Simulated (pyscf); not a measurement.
Thermochemistry of product channels of H₂N–SiH(Cl)–Cl + ammonia (NH₃) on the singlet surface, in kcal/mol, from ωB97M-D3(BJ)/def2-TZVP energies (ideal gas, 1 atm, RRHO with modes under 100 cm⁻¹ raised to 100, one conformer, R ln 2 for chiral ones without a mode under 150 cm⁻¹). Optimised with ωB97X-D3(BJ)/def2-SVP in PySCF.

```csv
products,ΔE,ΔH(298 K),ΔG(298 K),ΔG(600 K)
H₂N–Si(NH₂)(Cl)–Cl + hydrogen (H₂),-13.7,-17.0,-14.4,-12.3
H₂N–SiH(NH₂)–Cl + hydrogen chloride (HCl),+7.5,+5.8,+6.0,+6.0
```

These are energies of the channels, which say nothing of barriers.
